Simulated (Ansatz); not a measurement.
A nudged elastic band was laid between two geometries of BH₄N (6 atoms, charge 0, multiplicity 1).

These are results of RKS revPBE/def2-SVP in Ansatz, not measurements.

- movable images: 5
- climbing image: yes
- spring: 5.0 eV/Å²
- optimiser: quadratic models (default)
- start path: straight line
- force threshold: 0.03 eV/Å
- iteration limit: 60
- end points: relaxed

Image 0:

```xyz
6
Properties=species:S:1:pos:R:3
B 0.434 0.016 0.106
N 0.725 -0.017 1.475
H 0.015 -0.138 2.199
H 1.669 0.080 1.852
H 1.346 0.166 -0.689
H -0.724 -0.107 -0.256
```

Image 6:

```xyz
6
Properties=species:S:1:pos:R:3
B 0.020 0.717 -0.151
N 0.922 -0.245 0.917
H 0.522 -0.956 1.582
H 1.386 0.490 1.485
H 1.692 -0.688 0.399
H -1.079 0.682 0.456
```

Q: Which bonds break or form, and what moves?

A: Bonds broken: B1–H5. Bonds formed: N2–H5.

Q: What energy profile does the band end with?

A: The run converged. The highest image is number 4 of 0 to 6, 4.70 eV above the first end and 0.26 eV above the last; the last end lies 4.44 eV above the first. Neighbouring images differ by up to 2.1 eV, so the band resolves the path poorly. Another band between the same ends (5 images) ends at a top of the same energy, where a vibrational analysis finds 1 clearly imaginary mode. The orbitals stay closed-shell, which can raise the energy where a bond breaks towards radicals; this wasn't checked here.

| image | path coordinate (Å) | energy (eV) | B1–H5 (Å) | N2–H5 (Å) |
| --- | --- | --- | --- | --- |
| 0 | 0.00 | 0.00 | 1.22 | 2.26 |
| 1 | 0.43 | 0.28 | 1.21 | 2.12 |
| 2 | 0.86 | 1.34 | 1.21 | 1.88 |
| 3 | 1.30 | 3.41 | 1.32 | 1.53 |
| 4 | 1.73 | 4.70 | 1.59 | 1.15 |
| 5 | 2.32 | 4.44 | 2.17 | 1.04 |
| 6 | 2.91 | 4.44 | 2.25 | 1.03 |

Q: What is the geometry of the highest image?

A: 
```xyz
6
Properties=species:S:1:pos:R:3:forces:R:3
B 0.109 0.675 0.028 0.01 0.00 0.00
N 0.864 -0.093 1.148 -0.01 0.00 0.00
H 0.495 -0.795 1.855 0.00 0.00 0.00
H 1.695 0.376 1.531 -0.01 0.00 -0.01
H 1.322 -0.342 0.124 0.00 -0.01 0.00
H -1.022 0.179 0.001 0.00 0.00 0.01
```

The run took 34 s on 1 thread of Arm Neoverse V2, with other jobs on the host, peak memory 0.091 GiB.
